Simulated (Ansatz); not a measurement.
# Band gap of corundum Cr2O3: levels of theory against measurement

Reference value: 3.3 ± 0.1 eV (measured, temperature not stated, no zero-point or thermal correction, middle of the range; as tabulated in Medasani et al. (2019), arXiv:1904.04625).

```tsv
level (code)	value (eV)	cell (Å³/atom)	difference (eV)
LDA (Ansatz)	1.19 (indirect)	9.61	-2.11
BLYP (Ansatz)	1.62 (indirect)	9.61	-1.68
PBE (Ansatz)	1.63 (indirect)	9.61	-1.67
PBEsol (Ansatz)	1.47 (indirect)	9.61	-1.83
rVV10 (Ansatz)	1.64	9.85	-1.66
r²SCAN (Ansatz)	2.57 (indirect)	9.61	-0.73
PBE0 (Ansatz)	5.28 (direct)	9.61	+1.98
```

Of these levels r²SCAN (-0.73 eV) comes nearest. LDA (-2.11 eV) misses by most. No level tried lands within 0.5 eV.

Density-functional values are differences of (generalised) Kohn–Sham levels of a static lattice; semilocal ones lie below quasiparticle gaps as a rule. Measured values hold zero-point and thermal shifts unless a correction is named. Spin-polarised runs: LDA (opposed moments), BLYP (opposed moments), PBE (opposed moments), PBEsol (opposed moments), rVV10 (opposed moments), r²SCAN (opposed moments), PBE0 (opposed moments). rVV10: the gap is read on the k mesh or supercell of the run alone and can be too large. Values are at the measured cell (atoms relaxed with PBEsol); rVV10 at the level's own equilibrium cell. Cutoffs and k meshes differ between the levels. Ansatz's density-functional and Hartree–Fock values are scalar-relativistic unless marked +SOC, with PAW data made under PBE.

Differences are worked out from the printed values.

Ansatz is a first-principles code.
